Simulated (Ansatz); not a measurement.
Consider the hydrogenolysis of a C–F bond: `FC/N=C/Cl` + H₂ → `C/N=C/Cl` + H–F.

Gas-phase electronic energies from Ansatz, PBE0-D4/def2-TZVP geometries. CCSD(T)/CBS adds triple-zeta CCSD(T) − MP2 to the extrapolated MP2 energy (def2 sets, frozen cores). This one scheme is used for every species. Double bonds are as drawn, so ΔE can hold a change between cis and trans. Functionals use def2-TZVPP. B3LYP here is the variant with VWN-RPA as its local correlation; programs differ in this. Each species was taken in one conformer, which may not be the lowest.

`FC/N=C/Cl`:

Cartesian coordinates in Å:
```
F 1.340 -0.443 0.907
C 1.023 0.354 -0.179
N -0.345 0.352 -0.533
C -1.164 -0.330 0.112
Cl -2.836 -0.341 -0.310
H 1.321 1.378 0.066
H 1.607 -0.004 -1.032
H -0.946 -0.965 0.968
```

H₂:

Z-matrix (Å, degrees):
```
H
H 1 0.746
```

`C/N=C/Cl`:

```xyz
8

C    -0.509   -0.919   -0.301
N     0.484    0.099   -0.536
C     0.586    1.014    0.300
Cl    1.742    2.286    0.118
H    -1.085   -0.775    0.622
H    -1.197   -0.943   -1.150
H    -0.014   -1.892   -0.264
H    -0.007    1.129    1.212
```

H–F:

Z-matrix (Å, degrees):
```
F
H 1 0.920
```

Q: Is it downhill or uphill in electronic energy at CCSD(T)/CBS, and by how much? (Estimate.)

A: Ansatz gave: Downhill: ΔE = -87.8 kJ/mol.

Q: What do these levels give: r2SCAN-D4, PBE0-D4, B2PLYP, B3LYP, CCSD/def2-TZVPP, SCS-MP2/def2-QZVPP? (Estimate.)

A: Computed: r2SCAN-D4 -70.4, PBE0-D4 -79.7, B2PLYP -80.0, B3LYP -76.1, CCSD/def2-TZVPP -86.5, SCS-MP2/def2-QZVPP -88.2 kJ/mol.

Largest T1 diagnostic among the species: 0.012.

Leaving LDA and LC-ωPBE aside and taking each functional with its dispersion term where it has one, the values, not all of them listed here, spread over 17.0 kJ/mol, from PBE-QIDH to BLYP-D4. LDA lies +4.7 kJ/mol from PBE without D4. At CCSD(T), def2-SVP lies +17.3 kJ/mol from the extrapolated value and def2-TZVPP +3.6 kJ/mol. From BLYP to BHLYP (50 % exact exchange), in def2-TZVPP and without D4, ΔE moves by −8.5 kJ/mol.
